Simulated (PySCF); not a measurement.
# C5H9N: excited-state relaxation

What do calculations give for the excited-state relaxation of C5H9N (`C=C/C(C)=N/C`)?

Computed with PySCF 2.14.0 and routines of our own; the level stands in each step. Atoms count from 0.

## (1) The starting structure

15 atoms, charge 0, multiplicity 1; geometry from: GFN2-xTB.

## (2) Geometry optimisation at B3LYP/6-31+G*

The job: settings as JSON, then the geometry in Å.

```
{"job": {"xc": "B3LYP", "basis": "6-31+G*", "grid": 1, "kind": "geom"}, "charge": 0, "multiplicity": 1}
C      2.532532     0.259825     0.256488
C      1.541094    -0.387677    -0.342307
C      0.111460    -0.143001    -0.163583
C     -0.346311     1.089253     0.571208
N     -0.655231    -1.033342    -0.644977
C     -2.079633    -0.958580    -0.516285
H      2.373044     1.067970     0.950829
H      3.560476    -0.008368     0.080540
H      1.751566    -1.212217    -1.009172
H      0.410912     1.866056     0.549188
H     -1.259188     1.475792     0.121391
H     -0.563040     0.835838     1.609401
H     -2.401780    -0.782504     0.515278
H     -2.487762    -0.154904    -1.137826
H     -2.492553    -1.906151    -0.862084
```

Command:

```bash
$ OMP_NUM_THREADS=1 python excited_run.py task.json out
```

One launch serves the whole session: the jobs run in the order shown.

The log of the run:

```text
step   0  E = -250.66731283  max force = 0.016516
step   1  E = -250.66953318  max force = 0.001814
step   2  E = -250.66955338  max force = 0.001036
step   3  E = -250.66958564  max force = 0.001593
step   4  E = -250.66960789  max force = 0.000751
step   5  E = -250.66961166  max force = 0.000946
step   6  E = -250.66961985  max force = 0.000263
optimisation converged
```

Run time: 42 s. Hardware: 1 thread of Intel Xeon Platinum 8488C, shared host; peak memory 0.54 GiB.

Along the way:

```tsv
step	energy from step 0 (eV)	largest force component (eV/Å)
0	0.0000	0.8493
1	-0.0604	0.0933
2	-0.0610	0.0533
3	-0.0618	0.0819
4	-0.0625	0.0386
5	-0.0626	0.0486
6	-0.0628	0.0135
```

Close pairs (by a distance rule), those that changed most:

```tsv
bond	before (Å)	after (Å)	change (Å)
N4–C5	1.432	1.456	+0.023
C2–N4	1.270	1.287	+0.017
C1–C2	1.461	1.477	+0.016
C0–C1	1.327	1.342	+0.015
C2–C3	1.506	1.518	+0.012
C0–H7	1.077	1.087	+0.010
C0–H6	1.077	1.087	+0.009
C3–H11	1.090	1.099	+0.008
```

The next job starts from the end point, and lists it.

```tsv
at the end point	value
point group (found at 0.08 Å tolerance)	C1
rotational constants (GHz, main isotopes)	8.094, 2.227, 1.786
dipole moment (D)	2.09
```

## (3) Excited-state relaxation: TDA B3LYP/6-31+G*

The job: settings as JSON, then the geometry in Å.

```
{"job": {"kind": "xopt", "state": "S1", "method": "TDA", "freq": false, "xc": "B3LYP", "basis": "6-31+G*", "grid": 1}, "charge": 0, "multiplicity": 1}
C      2.610600     0.557312     0.192541
C      1.605772    -0.174443    -0.313678
C      0.158028     0.065832    -0.146371
C     -0.321880     1.274624     0.635993
N     -0.614987    -0.814199    -0.679301
C     -2.058634    -0.682642    -0.547605
H      2.453980     1.446719     0.797007
H      3.645042     0.275354     0.016364
H      1.825614    -1.061517    -0.904651
H      0.432366     2.063858     0.673974
H     -1.229111     1.696281     0.192211
H     -0.562285     0.993132     1.670402
H     -2.383481    -0.508065     0.488961
H     -2.440132     0.147693    -1.161936
H     -2.530942    -1.601994    -0.904820
```

With the program's defaults for keys left out, this is: TDA B3LYP/6-31+G* excited-state geometry optimisation, gas phase.

The log of the run:

```text
final grid: 53272 points
cycle   1  E = -250.6172344480  dE =  4.885e-01  |g| = 4.333e-01  |ddm| = 4.253e+00
cycle   2  E = -250.5762087944  dE =  4.103e-02  |g| = 6.096e-01  |ddm| = 3.654e+00
cycle   3  E = -250.6620183763  dE = -8.581e-02  |g| = 1.774e-01  |ddm| = 2.957e+00
cycle   4  E = -250.6693220529  dE = -7.304e-03  |g| = 3.397e-02  |ddm| = 3.121e-01
cycle   5  E = -250.6695990651  dE = -2.770e-04  |g| = 8.735e-03  |ddm| = 1.241e-01
cycle   6  E = -250.6696118830  dE = -1.282e-05  |g| = 5.408e-03  |ddm| = 2.256e-02
cycle   7  E = -250.6696198094  dE = -7.926e-06  |g| = 3.828e-04  |ddm| = 9.344e-03
cycle   8  E = -250.6696198411  dE = -3.177e-08  |g| = 1.728e-04  |ddm| = 1.225e-03
cycle   9  E = -250.6696198485  dE = -7.386e-09  |g| = 3.400e-05  |ddm| = 3.117e-04
cycle  10  E = -250.6696198488  dE = -2.629e-10  |g| = 9.632e-06  |ddm| = 1.523e-04
converged SCF energy = -250.6696198488

vertical S1 at the ground-state geometry: 4.2536 eV
step    E(state)/Eh    max force   excitation/eV  root
  0    -250.51068230   0.127570     4.2648      1
  1    -250.53854498   0.038214     3.1976      1
  2    -250.54322871   0.010664     2.7181      1
  3    -250.54388697   0.010455     2.4429      1
  4    -250.54424008   0.016280     2.1558      1
  5    -250.54606238   0.010278     2.2295      1
  6    -250.54857269   0.012385     2.2493      1
  7    -250.55257189   0.019909     1.9787      1
  8    -250.55413400   0.020973     1.6385      1
  9    -250.56312652   0.027491     1.0461      1
 10    -250.54993087   0.086264     1.0849      1
 11    -250.56918295   0.020286     0.7124      1
optimisation not converged (near crossing with ground state)
```

Wall time 2.3 min (1 thread of Intel Xeon Platinum 8488C, shared host); peak memory 0.72 GiB.

Why it failed: The excited state lay within 0.8 eV of the ground state, the driver's bar for a possible crossing, so it stopped. The remedy is to use a multireference or spin-flip method there. Numbers from the part that failed are no properties of the molecule.

## (4) Excited-state relaxation: UKS B3LYP/6-31+G*

The job, as its differences from that of step 3:

```diff
@@ -1,2 +1,2 @@
-{"job": {"kind": "xopt", "state": "S1", "method": "TDA", "freq": false, "xc": "B3LYP", "basis": "6-31+G*", "grid": 1}, "charge": 0, "multiplicity": 1}
+{"job": {"kind": "xopt", "state": "T1", "method": "UKS", "freq": false, "xc": "B3LYP", "basis": "6-31+G*", "grid": 1}, "charge": 0, "multiplicity": 1}
 C      2.610600     0.557312     0.192541
```

Level: UKS B3LYP/6-31+G* excited-state geometry optimisation, gas phase.

The log of the run:

```text
final grid: 53272 points
cycle   1  E = -250.6172344480  dE =  4.885e-01  |g| = 4.333e-01  |ddm| = 4.253e+00
cycle   2  E = -250.5762087944  dE =  4.103e-02  |g| = 6.096e-01  |ddm| = 3.654e+00
cycle   3  E = -250.6620183763  dE = -8.581e-02  |g| = 1.774e-01  |ddm| = 2.957e+00
cycle   4  E = -250.6693220529  dE = -7.304e-03  |g| = 3.397e-02  |ddm| = 3.121e-01
cycle   5  E = -250.6695990651  dE = -2.770e-04  |g| = 8.735e-03  |ddm| = 1.241e-01
cycle   6  E = -250.6696118830  dE = -1.282e-05  |g| = 5.408e-03  |ddm| = 2.256e-02
cycle   7  E = -250.6696198094  dE = -7.926e-06  |g| = 3.828e-04  |ddm| = 9.344e-03
cycle   8  E = -250.6696198411  dE = -3.177e-08  |g| = 1.728e-04  |ddm| = 1.225e-03
cycle   9  E = -250.6696198485  dE = -7.386e-09  |g| = 3.400e-05  |ddm| = 3.117e-04
cycle  10  E = -250.6696198488  dE = -2.629e-10  |g| = 9.632e-06  |ddm| = 1.523e-04
converged SCF energy = -250.6696198488

vertical T1 at the ground-state geometry: 3.4210 eV
step    E(state)/Eh    max force   <S^2>
  0    -250.53412636   0.141495    2.0078
  1    -250.57259189   0.016884    2.0079
  2    -250.57613825   0.013225    2.0118
  3    -250.58073447   0.016094    2.0220
  4    -250.58565521   0.020254    2.0301
  5    -250.58827388   0.019413    2.0281
  6    -250.58863426   0.016631    2.0259
  7    -250.59020268   0.012272    2.0263
  8    -250.59075695   0.003657    2.0264
  9    -250.59082395   0.000959    2.0264
 10    -250.59085089   0.000879    2.0262
 11    -250.59087078   0.001286    2.0262
 12    -250.59087024   0.001618    2.0261
 13    -250.59086606   0.000819    2.0261
 14    -250.59086916   0.000210    2.0262
optimisation converged
vertical emission -0.1988 eV, adiabatic 2.1429 eV, Stokes shift 3.6199 eV, reorganisation 1.2781 (excited) and 2.3418 eV (ground)
```

Wall time 2.5 min (1 thread of Intel Xeon Platinum 8488C, shared host); peak memory 0.59 GiB.

In short:

```tsv
quantity	value
vertical gap at the ground-state geometry, T1	3.42 eV
adiabatic energy, T1	2.14 eV
vertical gap at the relaxed geometry, T1	-0.20 eV
difference of the two gaps, T1	3.62 eV
geometry moved (RMSD), T1	0.859 Å
```

Bonds of the start that changed most:

```tsv
bond	start (Å)	end (Å)
C2–N4	1.287	1.396
C1–C2	1.477	1.404
C0–C1	1.342	1.383
C2–C3	1.518	1.509
N4–C5	1.456	1.446
C5–H12	1.100	1.103
```

Mulliken spin populations:

C0 0.69; C1 -0.28; C2 0.61; C3 0.00; N4 0.95; C5 -0.07; H6 -0.03; H7 -0.03; H8 0.01; H9 0.01; H10 0.01; H11 0.03; H12 0.06; H13 0.06; H14 0.00

## (5) What came out

| quantity | value |
| --- | --- |
| point group | C1 |
| rotational constants (main isotopes) | 8.09, 2.23, 1.79 GHz |
| vertical gap at the ground-state geometry, T1 (step 4, UKS B3LYP/6-31+G*) | 3.42 eV |
| adiabatic energy, T1 (step 4, UKS B3LYP/6-31+G*) | 2.14 eV |
| vertical gap at the relaxed geometry, T1 (step 4, UKS B3LYP/6-31+G*) | -0.20 eV |
| difference of the two gaps, T1 (step 4, UKS B3LYP/6-31+G*) | 3.62 eV |
| runs | 1 failed, 0 ended on unsound input |

**Reading.** Relaxing lowered the energy by 0.063 eV in 6 steps; the close pair that moved most is N4–C5, from 1.432 to 1.456 Å. In step 4 the harmonic model is doubtful. Where no frequencies were run, the relaxed excited state may be a saddle. In step 4 the gap at the relaxed geometry is under 0.8 eV (below zero), where a single closed-shell reference fails, so that gap and differences built on it are unreliable. In step 4 (excited-state relaxation), among the bonds C2–N4 changes most, from 1.287 to 1.396 Å. The atoms move far more than that, so angles or torsions carry the main change.
